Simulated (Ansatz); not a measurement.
```yaml
crystal:
  periodic: [false, false, false]
  atoms:
    - {symbol: Zn, position_ang: [0.000000, 0.000000, 0.000000]}
    - {symbol: Ge, position_ang: [0.000000, 0.000000, 2.420000]}
basis:
  gaussian: {orbitals: def2-TZVP}
total_charge: 1
magnetization: {spin_polarized: true, initial_magnetization: 1}
hamiltonian: {xc: pbe0}
relax: {f_tol: 0.004, max_steps: 80}
```

```sh
$ ansatz run in.yaml --threads 1 --pin off --events-out ev --progress --plain --max-ram 2176MiB
```

Steps of the relaxation (energy above the last step; positions in Å, forces in eV/Å):

```
2
step 1, 73.7 meV
Zn    0.000    0.000    0.000    0.000    0.000   -0.943
Ge    0.000    0.000    2.420    0.000    0.000    0.943
```

```
2
step 2, 8.3 meV
Zn    0.000    0.000   -0.056    0.000    0.000   -0.273
Ge    0.000    0.000    2.476    0.000    0.000    0.273
```

```
2
step 3, 0.3 meV
Zn    0.000    0.000   -0.081    0.000    0.000   -0.048
Ge    0.000    0.000    2.501    0.000    0.000    0.048
```

```
2
step 4, 0.0 meV
Zn    0.000    0.000   -0.088    0.000    0.000    0.002
Ge    0.000    0.000    2.508    0.000    0.000   -0.002
```

Close pairs at the end: Zn1–Ge2 2.595 Å.

A stationary point of unrestricted PBE0 after 4 steps, with ⟨S²⟩ = 0.759 against 0.75 for a pure state. 28 s on 1 thread of AMD EPYC 7R43, shared host.
